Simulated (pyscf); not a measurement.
`[CH4]` + `[NH2][InH2]` → `[CH3][InH2]` + `[NH3]`, a four-centre exchange (singlet surface; C–H, In–N broken, C–In, H–N formed). Single points on ωB97X-D3(BJ)/def2-SVP structures (PySCF, gas phase). MP2 and CC: frozen core, UHF for open shells. ΔMP2 is the change of the MP2 total energy from the triple- to the quadruple-zeta basis. Energies in kcal/mol from the separated reactants.

AM1 to PM7: differences of heats of formation from MOPAC, which are fitted to 298 K values and so differ in kind from electronic energies by zero-point and thermal terms. 

**Question.** In single points PM6 puts the saddle at 30.7 kcal/mol and the reaction energy at -0.1 kcal/mol. Should these be trusted to within a few kcal/mol? Compare with CCSD(T)/def2-TZVPP + ΔMP2(QZVPP).

**Answer.** CCSD(T)/def2-TZVPP + ΔMP2(QZVPP) gives ΔE‡ = 30.1 kcal/mol and ΔE = +11.5 kcal/mol. PM6 lies 0.6 kcal/mol over it in the barrier and 11.6 kcal/mol under it in the reaction energy, so on this step it does not hold to within 3.0 kcal/mol. CCSD(T)/def2-TZVPP + ΔMP2(QZVPP) has limits of its own. On the product side the descent ends in an adduct with a In–N contact, 20.5 kcal/mol under the separated species and 38.1 kcal/mol under the saddle at ωB97X-D3(BJ)/def2-TZVP. What is counted as broken (In–N) persists as a longer contact in the product adduct; parting that adduct is a step of its own. One saddle was located; it need not be the lowest between these sides. The CCSD(T) − MP2 part came from Ansatz, without density fitting, on the same reference. The frozen core leaves the outer d or s,p core shells of the metals and heavy elements correlated in the MP2 and CC values, and def2-TZVPP describes them poorly, which can shift differences by a few kcal/mol. In the def2 sets elements past Kr carry core potentials, without spin-orbit coupling.
